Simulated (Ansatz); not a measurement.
# CH₃MgO radical: how energies converge with the basis set

Aim: see how fast density functionals converge with the basis set for CH₃MgO radical.

Program: Ansatz 0.2.0, Gaussian basis. Level of theory: one geometry, several basis sets. These are calculated values, not measurements.

Levels to be run: PBE0-D4/def2-SVP; ωB97M-V/def2-SVP; PBE0-D4/def2-QZVPP; ωB97M-V/def2-QZVPP; the functionals' def2-TZVPP values are taken from earlier runs.

### Step 1. Structure used throughout

All runs share one geometry, relaxed beforehand with PBE0-D4 in a triple-zeta def2 set.

SMILES `C[O][Mg]`, 6 atoms, charge 0, spin multiplicity 2.

Atoms are counted from 1 here; the program's logs count them from 0.

Bond lengths: C1–O2 1.375 Å, C1–H4 1.100 Å, C1–H5 1.100 Å, C1–H6 1.100 Å, O2–Mg3 1.772 Å. Angles: O2–C1–H4 111.9°, O2–C1–H5 111.9°, O2–C1–H6 111.9°, H4–C1–H5 107.0°, H4–C1–H6 107.0°, H5–C1–H6 107.0°, C1–O2–Mg3 179.8°.

### Step 2. PBE0-D4 in def2-SVP

File in.yaml:

```yaml
crystal:
  periodic: [false, false, false]
  atoms:
    - {symbol: C, position_ang: [0.498047, -0.240925, 0.077135]}
    - {symbol: O, position_ang: [-0.731031, 0.338104, -0.136673]}
    - {symbol: Mg, position_ang: [-2.317544, 1.078972, -0.409148]}
    - {symbol: H, position_ang: [0.590152, -1.208793, -0.438034]}
    - {symbol: H, position_ang: [1.319333, 0.395360, -0.285199]}
    - {symbol: H, position_ang: [0.683042, -0.426818, 1.145718]}
basis:
  gaussian: {orbitals: def2-SVP}
magnetization: {spin_polarized: true, initial_magnetization: 1}
hamiltonian: {xc: pbe0, dispersion: d4}
output: {orbitals: {seedname: orbitals}}
```

Launch:

```
$ ansatz run in.yaml --threads 2 --pin off --events-out ev --progress --plain --max-ram 22528MiB --backend cpu
```

The runs that follow: ωB97M-V in def2-SVP; PBE0-D4 in def2-QZVPP; ωB97M-V in def2-QZVPP.

Before running them: what should the planned runs give, taken together? Wanted: PBE0-D4: double and triple zeta above quadruple; ωB97M-V: double and triple zeta above quadruple.

As calculated:

```
                                       quantity          value
PBE0-D4: double and triple zeta above quadruple  6.00, 0.46 eV
ωB97M-V: double and triple zeta above quadruple  6.08, 0.43 eV
```

In words: PBE0-D4 gains 5.54 eV from double to triple zeta, then 0.46 eV more. Total energies overstate the basis error of differences, where much of it tends to cancel.
